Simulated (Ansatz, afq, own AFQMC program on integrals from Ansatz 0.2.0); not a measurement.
AFQMC on a folder of integrals that Ansatz 0.2.0 wrote.

```yaml
crystal:
  periodic: [false, false, false]
  atoms:
    - {symbol: O, position_ang: [0.000000, -0.106704, 0.539205]}
    - {symbol: C, position_ang: [0.000000, 0.081315, -0.807736]}
    - {symbol: H, position_ang: [0.000000, 0.724791, 1.066061]}
basis:
  gaussian: {orbitals: cc-pVDZ}
magnetization: {spin_polarized: false, initial_magnetization: 1}
correlation: {method: ccsd_t, electrons: outside_noble_gas, hamiltonian_folder: ham}
```

```sh
$ ansatz run in.yaml --threads 1 --pin off --events-out ev --progress --plain --max-ram 1382MiB
```

afq runs on the folder ham with

```
--method phaseless --trial cisd --walkers 60 --populations 1 --least-time 40 --time-step 0.005 --steps-per-block 50 --equilibration-blocks 28 --max-blocks 300 --target-error 0.0004 --factor-cut 1e-05 --start spin_pure --seed 9226 --release-times 0.24,0.51,0.99,1.62,2.4 --release-step 0.03 --release-every 4 --taylor-order 6
```

Times are imaginary, in 1/Eh. The walk had a cap of 774 s.

```
orbitals 31  electrons 6 5  factors 229 of 306
reference energy -113.19619989 Eh
CCSD correlation -0.30157001 Eh in 13 cycles, weight of the determinant in the CISD state 0.8901
energy of the start -113.497769 Eh
 block  time / (1/Eh)  mean weight  energy / Eh
     1     0.250  1.0004  -113.494629
     2     0.500  1.0024  -113.498930
     3     0.750  0.9972  -113.497145
     4     1.000  0.9988  -113.502544
     5     1.250  1.0010  -113.505473
     7     1.750  1.0038  -113.530223
     9     2.250  0.9991  -113.513900
    17     4.250  0.9971  -113.499752
    33     8.250  0.9985  -113.510222
    49    12.250  0.9994  -113.507475
    65    16.250  0.9980  -113.509527
    81    20.250  1.0010  -113.507163
    97    24.250  1.0006  -113.506861
   105    26.250  1.0014  -113.523170
   113    28.250  1.0018  -113.502003
   129    32.250  1.0009  -113.500035
   145    36.250  1.0040  -113.511408
   161    40.250  1.0033  -113.503737
   177    44.250  1.0030  -113.505682
   193    48.250  1.0020  -113.505556
   209    52.250  0.9969  -113.509872
   225    56.250  1.0004  -113.499712
   241    60.250  1.0004  -113.503343
   257    64.250  1.0043  -113.503364
   273    68.250  1.0052  -113.503936
   289    72.250  0.9983  -113.496838
   305    76.250  1.0017  -113.505760
   321    80.250  1.0008  -113.514029
blocks merged  error / Eh  count
     1  0.000363  300
     2  0.000437  150
     4  0.000507  75
     8  0.000577  37
    16  0.000620  18
    32  0.000649  9
released: time / (1/Eh)  energy / Eh  error  mean overlap
  0.24  -113.508150  0.000789  0.9912
  0.51  -113.508648  0.000590  0.9856
  0.99  -113.508951  0.000585  0.9976
  1.62  -113.509181  0.000663  0.9804
  2.40  -113.507372  0.000943  1.0061
energy -113.507122 +/- 0.000620 Eh
(rows thinned)
```

Task: Estimate how long the walk took on 1 thread of Intel(R) Xeon(R) 6975P-C (Granite Rapids), with other jobs on the host.

Result: 3.6 min of wall time.

The run passed its tests (sampling time, drift between the halves within three errors, error under three times the target), which doesn't prove that it has relaxed. The second half of the sampling lies above the first by 2.2 errors of their difference, so the energy may still be moving and its error bar be too small.

Against this walk (error 16.9 meV) on the same determinant: CCSD(T) 7.8 meV higher (within the noise), CCSDT(Q) 32.9 meV lower (within the noise). The error is statistical and leaves out the bias of the constraint. Released to 2.40 1/Eh the energy moves by -7 ± 31 meV (both errors), within twice the noise.

Cautions: constraint bias not in the error; error above the target (16.9 against 10.9 meV).

CCSDT and higher add their correlation energy to the determinant of the CCSD(T) run, since their own runs factorise the integrals more tightly (a shift of under 2 meV). A walk keeps the symmetry of its determinant, which the program's search chose and which needn't be the lowest solution, so a lower state of the same spin and another symmetry isn't excluded.
